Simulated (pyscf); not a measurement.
Structures and frequencies: ωB97X-D3(BJ)/def2-SVP in PySCF.

Q: Estimate the classical barrier height and the reaction energy of F–W(F)(Cl)(=Se)–SeH (SMILES [F][W]([F])([Cl])(=[Se])[SeH]) → F–W(F)(=Se)=Se (SMILES [F][W]([F])(=[Se])=[Se]) + HCl (SMILES Cl) at ωB97M-D3(BJ)/def2-TZVP. The step runs on the singlet surface, breaks H–Se, Cl–W and forms Cl–H; take the reactant's lowest minimum found as zero.

A: ΔE‡ = 1.18 eV, ΔE = +0.53 eV. Zero-point energy shifts the barrier by -0.12 eV. It is an elimination, with an imaginary mode of 894i cm⁻¹. On the reactant side the descent ends in a point that may be a rotor saddle (no frequency run), 0.09 eV over the lowest minimum found and 1.09 eV under the saddle at ωB97X-D3(BJ)/def2-TZVP. This is the saddle that the search found; another between the same sides may lie lower. Elements up to Kr have no core potential and no relativistic terms here. Elements past Kr carry the def2 core potentials, without spin-orbit coupling.
